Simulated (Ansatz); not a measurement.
# H6NSi: the cost of one run

All numbers below are computed with Ansatz 0.2.0 (UKS revPBE-D4/def2-mTZVP).

## (1) Starting point

Bond lengths: Si2–N3 1.722 Å, Si2–H5 1.464 Å, Si2–H6 1.454 Å, N3–H7 1.009 Å, N3–H8 1.007 Å. Angles: Si2–N3–H7 119.1°, Si2–N3–H8 120.1°, H7–N3–H8 109.8°, N3–Si2–H5 117.0°, N3–Si2–H6 107.1°, H5–Si2–H6 112.5°.

Structure file:

```xyz
8

H    -1.4587   -0.7816    0.1589
Si   -0.1505    0.3276   -0.6009
N     0.9941    0.2221    0.6811
H    -2.1014   -1.3648    0.6086
H     0.2501   -0.2241   -1.8961
H    -0.5629    1.7192   -0.6932
H     1.8401    0.7691    0.6301
H     1.1893   -0.6676    1.1115
```

## (2) Run 1

150 steps of 0.5 fs at constant energy, with velocities drawn for 600 K.

input.yaml reads:

```yaml
crystal:
  periodic: [false, false, false]
  atoms:
    - { symbol: H, position_ang: [-1.4587, -0.7816, 0.1589] }
    - { symbol: Si, position_ang: [-0.1505, 0.3276, -0.6009] }
    - { symbol: "N", position_ang: [0.9941, 0.2221, 0.6811] }
    - { symbol: H, position_ang: [-2.1014, -1.3648, 0.6086] }
    - { symbol: H, position_ang: [0.2501, -0.2241, -1.8961] }
    - { symbol: H, position_ang: [-0.5629, 1.7192, -0.6932] }
    - { symbol: H, position_ang: [1.8401, 0.7691, 0.6301] }
    - { symbol: H, position_ang: [1.1893, -0.6676, 1.1115] }
magnetization:
  spin_polarized: true
  initial_magnetization: 1
basis:
  gaussian: { orbitals: def2-mTZVP }
hamiltonian:
  xc: revpbe
  dispersion: d4
md:
  timestep: 0.5
  n_steps: 150
  ensemble: nve
  temperature: 600.0
  initial_velocities: maxwell_boltzmann
  seed: 38229
```

Started as:

```sh
> ansatz run input.yaml --threads 1 --pin off --max-ram 2048MiB --backend cpu --events-out ev --progress --plain --runs-dir out
```

**Question.** How long does this run take on 1 thread of Arm Neoverse V2, shared host, and how much memory does it need?

About 5.2 min, with a peak of 0.11 GiB.
